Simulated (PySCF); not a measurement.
**Ionisation energy of B by level of theory**

B [He] 2s2 2p1 (2P) → B⁺ [He] 2s2 (1S), as a difference of total energies. All numbers are calculated (PySCF 2.14, the spin-free X2C one-electron Hamiltonian (Gaussian nucleus), in dyall-acv3z (15s9p4d2f, 76 functions)). Correlated levels: valence: 1s2 frozen; virtual orbitals above 40 to 60 times the deepest correlated orbital energy dropped. The calculations carry no spin-orbit coupling.

| method | ionisation energy (eV) | error (eV) |
| --- | --- | --- |
| UHF | 8.040 | -0.257 |
| MP2 (valence) | 8.265 | -0.032 |
| SCS-MP2 (valence) | 8.230 | -0.067 |
| CCSD (valence) | 8.175 | -0.122 |
| CCSD(T) (valence) | 8.213 | -0.084 |

Reference: 8.297 eV (measured; NIST levels, between the centres of gravity of the two terms).

Errors of the correlated levels include the incompleteness of this basis and the frozen core.
